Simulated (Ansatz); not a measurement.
**Relative stability**

The two ends of one reaction step of CH$_{8}$OSi, singlet (PBE0-D4/def2-TZVP).

A:

```
11
angstrom
Si -0.4711 1.0103 -0.3433
H 1.0456 -1.4356 1.9721
H 0.2439 2.1532 -0.9820
H -1.9305 1.3152 -0.3955
O 0.0237 0.8226 1.2233
H 1.3301 -2.1106 2.1228
C -0.0937 -0.5810 -1.2176
H -0.1003 1.5594 1.8220
H 0.9766 -0.7965 -1.1847
H -0.3995 -0.5228 -2.2654
H -0.6247 -1.4141 -0.7517
```

B:

Si1  (-0.021, 1.075, 1.031)
H2  (0.404, -0.230, 1.586)
H3  (0.905, 1.491, -0.059)
H4  (-1.388, 0.962, 0.452)
O5  (0.016, 2.135, 2.293)
H6  (0.295, -2.374, -0.664)
C7  (0.063, -1.695, -1.484)
H8  (-0.231, 3.044, 2.120)
H9  (0.847, -0.942, -1.565)
H10  (-0.894, -1.209, -1.294)
H11  (0.004, -2.255, -2.416)
(Å)

Ansatz 0.2.0; basis: def2-TZVPP; cores frozen in the correlated methods. B3LYP uses VWN-RPA correlation.

(1) Which structure is lower at CCSD(T), and by how much? (An estimate is asked for; the value comes from the calculation.)

No T1 diagnostic of these runs exceeds 0.010.

Results:

(1) By the calculation: B, by 0.220 eV (electronic energy, against the other). By their contacts, A is a complex of CH₆OSi ([CH3][SiH2][OH]) + H₂ and B is a complex of SiH₄O ([OH][SiH3]) + CH₄.

All methods give the same order:

```csv
method,E(B) − E(A) (eV)
SPW92,-0.137
PBE-D4,-0.163
BLYP-D4,-0.196
r2SCAN-D4,-0.169
B97M-V,-0.218
PBE0-D4,-0.189
B3LYP-D4,-0.221
r2SCAN0-D4,-0.190
BHLYP-D4,-0.260
CAM-B3LYP-D4,-0.236
wB97X-V,-0.210
wB97M-V,-0.183
B2PLYP,-0.236
PBE-QIDH,-0.199
RPA on PBE,-0.248
HF,-0.393
MP2,-0.173
CCSD,-0.253
CCSD(T),-0.220
```

Labels in which every atom is bracketed show which atoms are joined, not bond orders.

For scale, one of the runs: CCSD(T)/def2-TZVPP, 216 basis functions, launched by `ansatz run in.yaml --threads 4 --pin off --events-out ev --progress --plain --max-ram 9574MiB`. Hardware: 4 CPU threads of an Arm Neoverse V2, shared host. Wall time 30 s; peak host memory 3.1 GiB.
